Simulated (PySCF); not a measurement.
Consider thioacetic acid, `CC(=O)S` (C2H4OS). Coordinates in Å; atoms count from 1 in this order:
```
C    -0.7351   -0.4138    0.0141
C     0.1182    0.8175   -0.1476
O    -0.3091    1.9099   -0.3860
S     1.8965    0.5935    0.0361
H    -1.7874   -0.1275   -0.1091
H    -0.5836   -0.8595    1.0084
H    -0.4641   -1.1680   -0.7399
H     1.8812   -0.7346    0.2774
```

Energies: PBE0-D3(BJ)/def2-TZVP (PySCF, density fitting, integration grid level 2) on PBE0-D3(BJ)/def2-SVP structures. Thermal corrections: PBE0-D3(BJ)/def2-SVP frequencies, unscaled, ideal gas at 298.15 K and 1 bar, quasi-RRHO entropy.

(1) Rank these bonds by dissociation enthalpy, weakest first.
A. C2–S4
B. C1–C2
C. C1–H
D. S4–H

(2) For C2–S4, what are ΔE (electronic) and ΔG(298 K) of the homolysis?

Results:

(1) A (310 kJ/mol), B (336 kJ/mol), D (352 kJ/mol), C (392 kJ/mol).

(2) ΔE = 322 and ΔG = 260 kJ/mol, beside ΔH = 310 kJ/mol. The radicals are `C[C]=O` and SH•.

Caveats: radicals beside a multiple bond are drawn in one resonance form, and their spin spreads.
